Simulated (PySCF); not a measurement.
**Excitation energies in several basis sets**

Species: formyl fluoride, CHFO.
SMILES: `O=CF`

TDDFT with PBE0 (PySCF), vertical singlets, core orbitals frozen in the response, spherical d and f functions. Geometry: PBE0-D3(BJ)/def2-SVP; no solvent, vibrations or thermal averaging.

Q: Compare 6-31G*, def2-SVP, 6-31+G*, def2-SVPD, aug-cc-pVDZ, def2-TZVP, def2-TZVPD and aug-cc-pVTZ for this molecule.

A: 

| basis | functions | diffuse | S1 (eV) | S2 (eV) | S3 (eV) | S4 (eV) | S5 (eV) | LUMO (eV) | α (au) |
| --- | --- | --- | --- | --- | --- | --- | --- | --- | --- |
| 6-31G* | 44 | no | 6.10 | 8.90 | 9.74 | 10.86 | 11.36 | -0.37 | 12.9 |
| def2-SVP | 47 | no | 6.05 | 8.89 | 9.73 | 10.27 | 11.26 | -0.60 | 12.7 |
| 6-31+G* | 56 | yes | 6.05 | 8.89 | 8.90 | 9.23 | 9.59 | -0.96 | 15.9 |
| def2-SVPD | 74 | yes | 6.00 | 8.84 | 9.14 | 9.48 | 10.14 | -1.08 | 17.8 |
| aug-cc-pVDZ | 78 | yes | 5.97 | 8.50 | 8.82 | 9.09 | 9.43 | -1.03 | 17.7 |
| def2-TZVP | 99 | no | 6.03 | 8.87 | 9.47 | 9.95 | 10.98 | -0.87 | 15.8 |
| def2-TZVPD | 126 | yes | 5.99 | 8.78 | 8.83 | 9.20 | 9.57 | -1.00 | 18.1 |
| aug-cc-pVTZ | 161 | yes | 5.99 | 8.50 | 8.82 | 9.07 | 9.37 | -1.02 | 18.1 |

States are compared by their number. Against the largest diffuse basis here (aug-cc-pVTZ, itself not a converged limit), sets without diffuse functions differ by up to 0.11 eV in S1 and 1.99 eV in S5; the smaller diffuse sets differ by up to 0.07 and 0.77 eV. State by state, the largest deviation of a set without diffuse functions is S1 0.11, S2 0.41, S3 0.92, S4 1.79, S5 1.99 eV. The same number needn't mean the same state in each row. Against aug-cc-pVTZ the polarisability deviates by -28% in 6-31G*, -30% in def2-SVP, -12% in 6-31+G*, -2% in def2-SVPD, -2% in aug-cc-pVDZ, -13% in def2-TZVP, 0% in def2-TZVPD. A single + in a Pople set puts diffuse functions on heavy atoms only.
